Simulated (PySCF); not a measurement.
## Working out the ionisation energy of Al

Al [Ne] 3s2 3p1 (2P) → Al⁺ [Ne] 3s2 (1S). Calculation: PySCF 2.14, in aug-cc-pCVTZ-DK with one added diffuse shell each of s, p, d, f type (9s8p6d4f, 91 functions); scalar relativity by spin-free X2C-1e. Frozen: nothing. Energies in hartree (1 hartree = 27.21139 eV):

| part | Al (lower) | Al⁺ (upper) |
| --- | --- | --- |
| UHF | -242.314587 | -242.109199 |
| MP2 opposite-spin | -0.262522 | -0.257171 |
| MP2 same-spin | -0.087766 | -0.085509 |

Question: What does Hartree-Fock give?

Answer: (-242.109199) − (-242.314587) = 0.205388 hartree = 5.589 eV.

Question: What do MP2 and SCS-MP2 (6/5 opposite-spin, 1/3 same-spin) give?

Answer: The opposite-spin parts differ by 0.146 eV and the same-spin parts by 0.061 eV. MP2: 5.589 + (0.146) + (0.061) = 5.796 eV. SCS-MP2: 5.589 + 1.2 × (0.146) + (0.061)/3 = 5.785 eV.

Measured between the centres of the two terms (NIST): 5.977 eV, so MP2 (all electrons) is off by -0.181 eV.

What remains against the reference includes basis incompleteness and correlation beyond second order.
